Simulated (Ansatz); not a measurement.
**CHOSi+ (SMILES O=C=[SiH+]): functionals against CCSD(T) at one geometry**

An exercise on one series of results from a longer session: the logs are not shown, and one member is left open.

Method: single points in def2-TZVPP; program: Ansatz 0.2.0, Gaussian basis.

Correlated methods freeze the cores.

1 further run of the same task is left out (it didn't finish).

### Where the work starts

SMILES `O=C=[SiH+]`, 4 atoms, charge 1, spin multiplicity 1.

Atoms are counted from 1 here; the program's logs count them from 0.

Bond lengths: O1–C2 1.109 Å, C2–Si3 1.924 Å, Si3–H4 1.460 Å. Angles: O1–C2–Si3 151.3°, C2–Si3–H4 98.9°.

Coordinates:

| atom | x (Å) | y (Å) | z (Å) |
| --- | --- | --- | --- |
| O1 | -0.6003 | 0.0172 | 1.8042 |
| C2 | -0.2906 | -0.0808 | 0.7440 |
| Si3 | 0.5786 | 0.6022 | -0.8303 |
| H4 | 0.3245 | -0.5180 | -1.7309 |

The first run:

Input file run/in.yaml:

```yaml
crystal:
  periodic: [false, false, false]
  atoms:
    - {symbol: O, position_ang: [-0.600288, 0.017182, 1.804244]}
    - {symbol: C, position_ang: [-0.290562, -0.080778, 0.744005]}
    - {symbol: Si, position_ang: [0.578557, 0.602222, -0.830290]}
    - {symbol: H, position_ang: [0.324511, -0.517961, -1.730937]}
basis:
  gaussian: {orbitals: def2-TZVPP}
total_charge: 1
hamiltonian: {xc: pbe, dispersion: d4}
output: {forces: true}
```

Launch:

```bash
> ansatz run in.yaml --threads 2 --pin off --events-out ev --progress --plain --max-ram 3481MiB
```

Steps of the session up to this table: PBE-D4/def2-TZVPP; r2SCAN-D4/def2-TZVPP; PBE0-D4/def2-TZVPP; wB97M-V/def2-TZVPP; CCSD(T)/def2-TZVPP.

One of the session's tables, all rows but one given; the rest of the session is left out.

| method | RMS force component (eV/Å) | angle to CCSD(T) forces (°) |
| --- | --- | --- |
| PBE-D4 | 1.300 | 22.5 |
| r2SCAN-D4 | 0.859 | 14.8 |
| PBE0-D4 | ? | ? |
| wB97M-V | 0.714 | 32.5 |
| CCSD(T) | 0.985 | reference |

**Question.** Estimate the row for PBE0-D4.

As computed: RMS force component (eV/Å): 0.668; angle to CCSD(T) forces (°): 20.4. In the column «RMS force component (eV/Å)» it is the lowest.
